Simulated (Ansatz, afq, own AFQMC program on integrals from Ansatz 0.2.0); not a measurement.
S⁺, quartet in cc-pVDZ, levels against full CI

A free S cation.

Basis cc-pVDZ. Only valence electrons are correlated. AFQMC by an in-house program on the Cholesky factors that Ansatz 0.2.0 writes for its CCSD(T) run. The CISD trial takes its coefficients from CCSD amplitudes. Released means that phaseless walkers are propagated on without the constraint, phases kept. ± is one standard error of the sampling.

Determinant: UHF, the one that the program's search chose, which needn't be the lowest solution.

Full CI on the same integrals is exact in this basis and with this determinant's frozen core.

The T1 diagnostic is 0.0018, the weight of the determinant in the CISD state is 0.953 and the ⟨S²⟩ of the determinant is 3.751. The size of the correlated space is 5 electrons in 13 orbitals.

| level | correlation energy (eV) |
| --- | --- |
| MP2 | -1.8480 |
| CCSD | -2.3510 |
| CCSD(T) | -2.3758 |

Q: Estimate where full CI lies against CCSD(T) on the same integrals.

A: 0.20 kcal/mol below CCSD(T).

Reference: full CI, correlation energy -2.385 eV. The released energy is read at 2.40 1/Eh (meV from the phaseless value at times in 1/Eh: 0.1 ± 1.1 at 0.24, -1.2 ± 1.0 at 0.51, -1.7 ± 1.0 at 0.99, -2.2 ± 0.8 at 1.62, -3.7 ± 0.8 at 2.40).

| level | E − E(reference) (kcal/mol) | share of correlation (%) |
| --- | --- | --- |
| CCSD(T) | 0.20 | 99.63 |
| CCSDT | 0.06 | 99.89 |
| CCSDT(Q) | 0.01 | 99.97 |
| CCSDTQ | 0.00 | 100.00 |
| ph-AFQMC/CISD | 0.07 ± 0.02 | 99.88 |
| released AFQMC | -0.02 ± 0.02 | 100.03 |

CCSDT and higher add their correlation energy to the determinant of the CCSD(T) run, since their own runs factorise the integrals more tightly (a shift of under 2 meV). A walk keeps the symmetry of its determinant, which the program's search chose and which needn't be the lowest solution, so a lower state of the same spin and another symmetry isn't excluded. Released energies are given only where the last usable release times agree within the noise; a slower fall can still hide under it.
